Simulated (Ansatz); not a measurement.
Geometry optimisation, RKS PBE0-D4/6-31G* in Ansatz.

The input (input.yaml):

```yaml
crystal:
  periodic: [false, false, false]
  atoms:
    - { symbol: F, position_ang: [0.5785, -0.0504, -2.436] }
    - { symbol: O, position_ang: [-1.0026, 0.243, 1.7948] }
    - { symbol: C, position_ang: [-0.1522, -0.0061, 1.0043] }
    - { symbol: S, position_ang: [0.5764, -0.1865, -0.363] }
total_charge: -1
basis:
  gaussian: { orbitals: "6-31G*" }
hamiltonian:
  xc: pbe0
  dispersion: d4
relax:
  f_tol: 0.02
  max_steps: 40
scf:
  lower_state_search: "off"
output:
  orbitals: {}
```

Run as:

```bash
$ ansatz run input.yaml --threads 1 --pin off --max-ram 2048MiB --backend cpu --events-out ev --progress --plain --runs-dir out
```

Q: Where does it end, and by what steps?

A: The run converged. Limits of this set-up: an anion without diffuse functions, the dipole of an ion depends on the origin. After 8 steps the energy has fallen by 0.093 eV; S4 moved furthest, 0.11 Å.

```
step  energy less start (eV)  largest force component (eV/Å)  accepted
   0                  0.0000                           2.102       yes
   1                 -0.0502                           1.281       yes
   2                 -0.0862                           0.472       yes
   3                 -0.0911                           0.174       yes
   4                 -0.0929                           0.049       yes
   5                 -0.0931                           0.027       yes
   6                 -0.0932                           0.028       yes
   7                 -0.0933                           0.025       yes
   8                 -0.0933                           0.012       yes
```

```xyz
4
Properties=species:S:1:pos:R:3
F 0.647 -0.077 -2.425
O -0.971 0.228 1.874
C -0.192 0.004 1.004
S 0.515 -0.156 -0.452
```

The run took 48 s on 1 thread of Intel(R) Xeon(R) Processor @ 2.50GHz (Skylake/Cascade Lake), on a shared host, peak memory 0.13 GiB.
